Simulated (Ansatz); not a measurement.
# C3H7NO: the cost of one run

Computed with the Python package of Ansatz 0.2.0. The levels of theory stand in the script.

## (1) Starting point

Bond lengths: C1–N2 1.459 Å, N2–C3 1.280 Å, C3–O4 1.353 Å, O4–C5 1.431 Å, C1–H6 1.094 Å, C1–H7 1.094 Å, C1–H8 1.096 Å, C3–H9 1.102 Å, C5–H10 1.094 Å, C5–H11 1.094 Å, C5–H12 1.094 Å. Angles (14 of 17 angles, heavy atoms first): C1–N2–C3 114.3°, N2–C3–O4 123.5°, C3–O4–C5 115.9°, N2–C1–H6 109.4°, N2–C1–H7 109.4°, N2–C1–H8 114.0°, N2–C3–H9 126.6°, O4–C3–H9 109.9°, O4–C5–H10 107.9°, O4–C5–H11 110.5°, O4–C5–H12 110.5°, H6–C1–H7 108.0°, H6–C1–H8 107.9°, H7–C1–H8 107.9°.

The script holds or builds the structure itself.

## (2) Script

methods_c3h7no.py reads:

```python
# -*- coding: utf-8 -*-
"""C3H7NO at several levels of theory."""

from pathlib import Path
import argparse

import ansatz as az
from ase import Atoms
import numpy as np

parser = argparse.ArgumentParser(description="C3H7NO at several levels of theory.")
parser.add_argument("--basis", required=True, help="Gaussian basis set")
args = parser.parse_args()

atoms = Atoms(["C", "N", "C", "O", "C", "H", "H", "H", "H", "H", "H", "H"], positions=[
    (1.9974, 0.4891, -0.1567),
    (0.5424, 0.4083, -0.0897),
    (0.0888, -0.7684, 0.1284),
    (-1.2305, -1.0546, 0.2256),
    (-2.1246, 0.0522, 0.0687),
    (2.2951, 0.8818, -1.1339),
    (2.3589, 1.1806, 0.6106),
    (2.5048, -0.4711, -0.0108),
    (0.6832, -1.6868, 0.264),
    (-3.1464, -0.324, 0.1704),
    (-2.0171, 0.4943, -0.9267),
    (-1.9522, 0.7986, 0.8503),
])
geometry = az.Crystal.molecule_from_ase(atoms)

base = geometry.calculation().basis(gaussian=args.basis)

print("functional    E (Ha)        dipole (D)   HOMO (eV)  LUMO (eV)")
for name in ["lc_wpbe", "blyp", "cam_b3lyp", "pbe"]:
    summary = base.functional(name).forces().orbitals().run(threads=1, pin="off", runs_dir="runs").report
    lines = Path(summary["orbitals_path"]).read_text().splitlines()
    field_of = lambda key: [line.split("=")[1].strip() for line in lines if line.startswith(key)]
    orbitals = [(27.211386 * float(e), s, float(n)) for e, s, n in zip(field_of("Ene="), field_of("Spin="), field_of("Occup="))]
    homo = max(e for e, _, n in orbitals if n > 0.5)
    lumo = min(e for e, _, n in orbitals if n < 0.5)
    dipole = 4.803205 * np.linalg.norm(summary["charge_distribution"]["dipole_moment_e_ang"])
    print(f"{name:10s} {summary['free_energy_ev'] / 27.211386246:14.6f} {dipole:9.3f} {homo:11.3f} {lumo:10.3f}")
```

## (3) The calls as engine input

The engine receives this input (first run):

```yaml
crystal:
  periodic: [false, false, false]
  atoms:
    - { symbol: C, position_ang: [1.9974, 0.4891, -0.1567] }
    - { symbol: "N", position_ang: [0.5424, 0.4083, -0.0897] }
    - { symbol: C, position_ang: [0.0888, -0.7684, 0.1284] }
    - { symbol: O, position_ang: [-1.2305, -1.0546, 0.2256] }
    - { symbol: C, position_ang: [-2.1246, 0.0522, 0.0687] }
    - { symbol: H, position_ang: [2.2951, 0.8818, -1.1339] }
    - { symbol: H, position_ang: [2.3589, 1.1806, 0.6106] }
    - { symbol: H, position_ang: [2.5048, -0.4711, -0.0108] }
    - { symbol: H, position_ang: [0.6832, -1.6868, 0.264] }
    - { symbol: H, position_ang: [-3.1464, -0.324, 0.1704] }
    - { symbol: H, position_ang: [-2.0171, 0.4943, -0.9267] }
    - { symbol: H, position_ang: [-1.9522, 0.7986, 0.8503] }
basis:
  gaussian:
    orbitals: def2-SVP
hamiltonian:
  xc: lc_wpbe
output:
  orbitals: {}
  forces: true
```

## (4) Launch

Launch:

```
> python methods_c3h7no.py --basis def2-SVP
```

What time and memory should one allow on 1 thread of Arm Neoverse V1, shared host?

About 16 s, with a peak of 0.3 GiB.
